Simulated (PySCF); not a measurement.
Isomers of C3H6OS. Level of theory: PySCF, PBE0-D3(BJ)/def2-SVP geometry optimisation, gas phase. Energies are electronic, without zero-point or thermal terms, for one conformer each. No frequencies were run at this level. Point groups hold within 0.08 Å.

Task: Order them by energy at this level, lowest first, and give relative energies in kcal/mol.
A. `[CH3:1][O:2][C:3]([CH3:4])=[S:5]` with C1–O2–C3–C4 1°
B. `[CH3:1][O:2][C@H:3]1[CH2:4][S:5]1` with C1–O2–C3–C4 -153°
C. `[CH3:1][S:2][CH2:3][CH:4]=[O:5]` with C1–S2–C3–C4 72°, S2–C3–C4–O5 -100°

Result: C (0.0), A (4.2), B (12.7).

As drawn, the lowest has a C=O bond, which the highest lacks; the highest has a three-membered ring, which the lowest lacks.

```json
{"SMILES": "CSCC=O", "E (Eh)": "-590.70562", "E rel (kcal/mol)": "0.0", "dipole (D)": "1.41", "point group": "C1", "A, B, C (MHz)": "6941, 2806, 2227"}
{"SMILES": "COC(C)=S", "E (Eh)": "-590.69891", "E rel (kcal/mol)": "4.2", "dipole (D)": "4.69", "point group": "Cs", "A, B, C (MHz)": "8083, 2706, 2081"}
{"SMILES": "CO[C@H]1CS1", "E (Eh)": "-590.68541", "E rel (kcal/mol)": "12.7", "dipole (D)": "1.62", "point group": "C1", "A, B, C (MHz)": "8638, 2917, 2376"}
```
